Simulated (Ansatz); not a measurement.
**CH2Si (quintet): from Hartree-Fock to the top rungs, cc-pVTZ**

The task here is to estimate one member of a computed series from the others.

The runs use Ansatz 0.2.0, Gaussian basis; cc-pVTZ, core rule «outside noble gas», up to 6 orbitals frozen.

To be run: UHF; CCSD(T) on ROHF; CCSD(T) on UHF; BCCD(T) on ROHF; CCSDT(Q) on ROHF; CCSDT(Q) on UHF; CASSCF and MRCISD+Q, 10 electrons in 10 orbitals; CASSCF and NEVPT2, 10 electrons in 10 orbitals.

4 further runs of the same task are left out: 4 set aside as unsound or not needed.

### The system

The geometry is a PBE0/def2-TZVP stationary point (not a proven minimum) of the parent state, kept for this charge and spin.

4 atoms, charge 0, spin multiplicity 5.

Atoms are counted from 1 here; the program's logs count them from 0.

Bond lengths: Si1–C2 1.865 Å, C2–H3 1.091 Å, C2–H4 1.091 Å. Angles: Si1–C2–H3 123.8°, Si1–C2–H4 123.8°, H3–C2–H4 112.4°.

As a file:

```xyz
4
CH2Si
Si    0.00000    0.00000    0.65018
C     0.00000    0.00000   -1.21458
H     0.00000   -0.90681   -1.82184
H     0.00000    0.90681   -1.82184
```

Set-up of the first run:

in.yaml

```yaml
crystal:
  periodic: [false, false, false]
  atoms:
    - {symbol: Si, position_ang: [0.000000, 0.000000, 0.650177]}
    - {symbol: C, position_ang: [0.000000, 0.000000, -1.214577]}
    - {symbol: H, position_ang: [0.000000, -0.906814, -1.821841]}
    - {symbol: H, position_ang: [0.000000, 0.906814, -1.821841]}
basis:
  gaussian: {orbitals: cc-pVTZ}
magnetization: {spin_polarized: true, initial_magnetization: 4}
hamiltonian: {xc: hf}
output: {orbitals: {seedname: orbitals}}
```

Started as:

```
ansatz run in.yaml --threads 1 --pin off --events-out ev --progress --plain --max-ram 4096MiB --backend cpu
```

Steps of the session up to this table: UHF; CCSD(T) on ROHF; CCSD(T) on UHF; BCCD(T) on ROHF; CCSDT(Q) on ROHF; CCSDT(Q) on UHF; CASSCF and MRCISD+Q, 10 electrons in 10 orbitals; CASSCF and NEVPT2, 10 electrons in 10 orbitals.

One table of the session follows, with a row left open; its other results are not shown here.

```
          method  from UCCSDT(Q) (kJ/mol)
            ROHF                   +617.9
             UHF                   +603.3
            RMP2                    +98.4
            UMP2                   +100.1
           RCCSD                    +26.3
           UCCSD                        ?
        RCCSD(T)                     +4.0
        UCCSD(T)                     +3.8
         BCCD(T)                     +4.0
          RCCSDT                     +1.3
          UCCSDT                     +1.0
       RCCSDT(Q)                     +0.4
       UCCSDT(Q)                        0
  CASSCF valence                   +454.8
  NEVPT2 valence                   +110.3
  MRCISD valence                    +38.2
MRCISD+Q valence                     +8.8
```

**Question.** Estimate the row for UCCSD.

The run gave: from UCCSDT(Q) (kJ/mol): +25.7. In the column «from UCCSDT(Q) (kJ/mol)» it lies between MRCISD+Q valence (+8.8) and RCCSD (+26.3).

Among the levels timed on like hardware and quicker than the yardstick, those that no quicker one beats, quickest first: NEVPT2 valence (6.5 s, +110.3 kJ/mol); UCCSD(T) (7.5 s, +3.8 kJ/mol).

Caveats from the session: Of the multireference levels listed MRCISD+Q valence comes nearest in total energy (+8.8 kJ/mol), which doesn't show that its space is the better one. Restricted and unrestricted rows rest on different reference determinants; where their highest levels disagree by more than a few hundredths of an eV, they describe different states and don't form one ladder.
